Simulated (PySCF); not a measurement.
H2, optimised at PBE/def2-SVP:

```xyz
2

H      0.0078    -0.2834     0.2591
H     -0.0078     0.2834    -0.2591
```

Computed with PySCF (xtb for GFN2) and rigid-rotor harmonic-oscillator thermochemistry at 1 bar. 6-31G* has spherical d functions here. All species are closed-shell singlets. B3LYP is the form with VWN-RPA correlation.

List the harmonic frequencies (cm⁻¹, unscaled) at this level and at the other levels, each on its own geometry.


- PBE/def2-SVP: 4281
- B3LYP/6-31G*: 4453
- GFN2-xTB: 3751
- HF/6-31G*: 4646
- PBE0/def2-TZVP: 4412
